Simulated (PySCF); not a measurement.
**`C1=CC[C@H]1CS`, C₅H₈S**

Geometry:
```csv
atom,x (Å),y (Å),z (Å)
S1,-2.309,1.069,-0.853
C2,-1.381,-0.297,-0.066
C3,-0.030,0.145,0.457
C4,0.917,-0.978,0.807
C5,1.812,-0.638,-0.114
C6,1.021,0.536,-0.620
H7,-2.374,1.839,0.232
H8,-1.265,-1.045,-0.850
H9,-2.000,-0.710,0.732
H10,-0.154,0.896,1.243
H11,0.845,-1.757,1.544
H12,2.770,-1.025,-0.410
H13,1.484,1.511,-0.480
H14,0.663,0.453,-1.645
```

Method used: GIAO B3LYP/pcSseg-1 magnetisability, rotational g tensor and spin-rotation constants, non-relativistic, gas phase (PySCF). Geometry: GFN2-xTB.

Give the nuclear spin-rotation constants along the inertial axes (H = +C I·J) beside the isotropic shieldings.

Rotational constants 8.2938, 1.5917, 1.4344 GHz. A star marks the isotopologue with that one atom substituted, in its own axes.
```csv
atom,isotope,Caa (kHz),Cbb (kHz),Ccc (kHz),mean (kHz),σ (ppm)
H7,1H,-1.053,-0.197,0.036,-0.405,30.7
H8,1H,-0.859,-0.193,0.041,-0.337,30.1
H9,1H,-0.839,0.044,-0.132,-0.309,28.5
H10,1H,-0.838,-0.190,0.063,-0.322,29.3
H11,1H,-0.591,0.120,-0.169,-0.213,25.5
H12,1H,0.491,-0.135,-0.121,0.078,25.4
H13,1H,-0.910,-0.042,-0.047,-0.333,29.0
H14,1H,-0.639,-0.119,-0.038,-0.265,29.5
S1,33S*,1.698,0.413,0.292,0.801,571.0
C2,13C*,1.430,0.302,0.257,0.663,143.1
C3,13C*,1.649,0.338,0.277,0.755,129.8
C4,13C*,3.650,0.642,0.282,1.525,33.1
C5,13C*,3.901,0.582,0.284,1.589,34.4
C6,13C*,1.434,0.334,0.236,0.668,141.8
```
For the geometry as given, no vibrational averaging.

How do the rotational constants and the g tensor change when H7, H8, H9, H10, H11, H12, H13, H14 are replaced by deuterium?

Constants 6.1337, 1.4465, 1.2955 GHz; g -0.0268, -0.0129, -0.0090, against -0.0356, -0.0142, -0.0100 before.
